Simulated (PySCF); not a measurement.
Consider methyleneaminoacetonitrile, `C=NCC#N` (C3H4N2). Optimised structure (Å), atoms numbered from 1:
```
C     1.5131    0.2621   -0.5389
N     0.3478   -0.1307   -0.8217
C    -0.5353   -0.4603    0.2730
C    -1.7647    0.3338    0.2228
N    -2.7351    0.9606    0.2185
H     2.2061    0.5030   -1.3530
H     1.8806    0.3799    0.4979
H    -0.8227   -1.5206    0.1833
H    -0.0759   -0.3215    1.2718
```

Computed at PBE0-D3(BJ)/def2-TZVP // PBE0-D3(BJ)/def2-SVPD with PySCF (density fitting, grid level 2). Zero-point and thermal terms (298.15 K, 1 bar) come from unscaled GFN2-xTB harmonic frequencies, with soft modes damped to free rotors in the entropy. These were taken at the GFN2-xTB minima.

(1) Rank these of its sites by proton affinity, highest first.
A. N5 (nitrile nitrogen)
B. N2 (imine nitrogen)

(2) For N2 (imine nitrogen), what are ΔE (electronic) and ΔG(298 K) of removing the proton again?

Results:

(1) B (848 kJ/mol), A (803 kJ/mol).

(2) ΔE = 874 and ΔG = 816 kJ/mol, beside ΔH = 848 kJ/mol. The protonated species is `C=[NH+]CC#N`.
